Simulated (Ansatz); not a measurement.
`COC(O)C=N`, charge 0, multiplicity 1.

(1) Give a relaxed structure at PBE0-D4/def2-TZVP (Ansatz). (An estimate is asked.)

## Answers

(1) Computed: 
Z-matrix (Å, degrees):
```
C
O 1 1.409
H 1 1.089 2 107.1
H 1 1.098 2 110.9 3 -118.9
H 1 1.093 2 111.3 3 119.6
C 2 1.399 1 112.9 3 177.9
C 6 1.509 2 104.9 1 -173.8
O 6 1.380 2 113.7 1 64.3
H 6 1.104 2 108.8 1 -56.0
N 7 1.259 6 118.4 2 -122.4
H 7 1.094 6 116.2 2 55.6
H 8 0.972 6 106.0 2 105.4
H 10 1.017 7 112.8 6 178.0
```
This is one stationary point; other conformers may exist.
